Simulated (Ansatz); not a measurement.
Process, species as SMILES: Cl[CH]Cl → Cl[CH-]Cl (an electron is taken up)
B3LYP-D3(BJ)/def2-TZVP geometries, fixed; electronic energies without zero-point terms; positive where energy is released.

The adiabatic electron affinity at MP2 with Ansatz (a quantum-chemistry and plane-wave program), in eV, split into its Hartree-Fock and correlation parts. Cores are frozen. Open shells are unrestricted. No added dispersion term, no relativity. Functions are those of the species that has most.

```csv
basis,X,functions,Hartree-Fock,MP2
aug-cc-pV(D+d)Z,2,96,0.327,1.342
aug-cc-pV(T+d)Z,3,179,0.186,1.331
aug-cc-pV(Q+d)Z,4,304,0.161,1.358
```

Worked estimate of the basis-set limit from each neighbouring pair, with Hartree-Fock from the larger set and the correlation part extrapolated as X^-3.
Correlation parts: X = 2: 1.015, X = 3: 1.145, X = 4: 1.197.
- (2,3): (27·(1.145) - 8·(1.015))/19 = 1.200; with Hartree-Fock 0.186 the estimate is 1.386 eV.
- (3,4): (64·(1.197) - 27·(1.145))/37 = 1.235; with Hartree-Fock 0.161 the estimate is 1.396 eV.
The last two estimates differ by 0.010 eV; the largest set lies 0.038 from the last. Over the last step Hartree-Fock moves by -0.025 and the correlation part by 0.052.
